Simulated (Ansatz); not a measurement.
# Which is lower?

Two relaxed structures of Al2H2Cl, doublet (PBE0-D4/def2-TZVP; forces vanish, vibrations not checked).

A:

```xyz
5
angstrom
Al -0.4530 0.8599 -0.3668
Al 0.7304 -1.3950 0.0560
Cl 1.2574 -2.3710 1.8561
H -1.9939 0.8118 -0.7600
H 0.4591 2.0944 -0.7854
```

B:

```
5
angstrom
Al 1.3840 -0.3347 1.0110
Al -0.8053 -0.1303 -0.2882
Cl -1.5982 1.8319 -0.3470
H -1.7780 -1.2958 -0.7476
H 2.9007 -0.2656 0.5050
```

Ansatz 0.2.0; basis: def2-TZVPP; cores frozen in the correlated methods; orbitals are unrestricted. B3LYP uses VWN-RPA correlation.

**Question.** Which structure is lower at CCSD(T), and by how much? (Judge from chemistry; the value comes from the calculation.)

**Answer.** The calculation gives: A, by 3.3 kJ/mol (electronic energy, against the other); a gap this small isn't resolved in one triple-zeta basis. By their contacts, A is Al₂H₂Cl ([AlH2][Al][Cl]) and B is Al₂H₂Cl ([AlH][AlH][Cl]).

All methods give the same order:

```csv
method,E(B) − E(A) (kJ/mol)
PBE-D4,9.0
r2SCAN-D4,6.1
PBE0-D4,5.7
B3LYP-D4,7.5
wB97M-V,6.2
HF,0.1
MP2,1.3
CCSD,2.5
CCSD(T),3.3
```

The T1 diagnostic stays at or below 0.022. ⟨S²⟩ of the unrestricted Hartree–Fock references: 0.79 to 0.81 (a pure state has 0.75). The unrestricted reference is spin-contaminated, which hurts MP2 most.

Labels in which every atom is bracketed show which atoms are joined, not bond orders.

For scale, one of the runs: CCSD(T)/def2-TZVPP, 154 basis functions, launched by `ansatz run in.yaml --threads 2 --pin off --events-out ev --progress --plain --max-ram 4352MiB`. Time: 41 s of wall clock on 2 CPU threads of an Arm Neoverse V2; the host was shared. Peak host memory: 2 GiB.
